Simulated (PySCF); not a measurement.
Gas-phase reaction: BCl + 2 Cl → BCl₃

Energies from PySCF (xtb for GFN2), thermal terms from the rigid-rotor harmonic-oscillator model, ideal gas at 1 bar. 'Table' is the NASA 1993 thermochemical table (part measured, part estimated). After a fit of one offset per element over all species, the range-separated, M06-2X, PBE0/def2-QZVP and CCSD(T)/def2-TZVPP enthalpies, where run, lie to one side of the table for BCl (+35 kJ/mol): a fault of the table's entry, another state or a shared error of the levels is possible; this was not checked at source. † marks an energy on the PBE0/def2-TZVP geometry and frequencies; other levels use their own. CCSD(T) freezes the core. 6-31G* has spherical d functions here. Open shells (unrestricted): Cl (multiplicity 2, electronic degeneracy 6); the rest are closed-shell singlets. GFN2 has no spin-polarisation term. Spin-orbit splitting is ignored; it lowers the true energy and changes the entropy of Cl. For this reaction the table lies outside the span of B3LYP, CCSD(T), M06-2X, MP2, PBE0, r2SCAN, ωB97M-V, ωB97X-V in their largest bases here; which side is off was not settled. CCSD(T) isn't extrapolated to the basis-set limit; its ΔH°(298 K) is -792.5 kJ in def2-SVP and -803.9 kJ in def2-TZVPP. The harmonic model lacks anharmonicity and excited electronic states, which grow with temperature; levels with a mode under 35 cm⁻¹ are left out. The table's entry may be an old estimate for BCl (not checked at source).

```
level              ΔH°(298 K), kJ  minus table  ΔG°(1000 K), kJ
-----------------  --------------  -----------  ---------------
table                      -787.0            -           -529.2
CCSD(T)/def2-SVP†          -792.5         -5.5           -530.0
GFN2-xTB                   -783.6          3.4           -530.5
HF/6-31G*                  -648.7        138.3           -383.8
PBE0/def2-SVP†             -878.3        -91.3           -615.8
r2SCAN/def2-TZVP†          -868.2        -81.2           -605.6
```
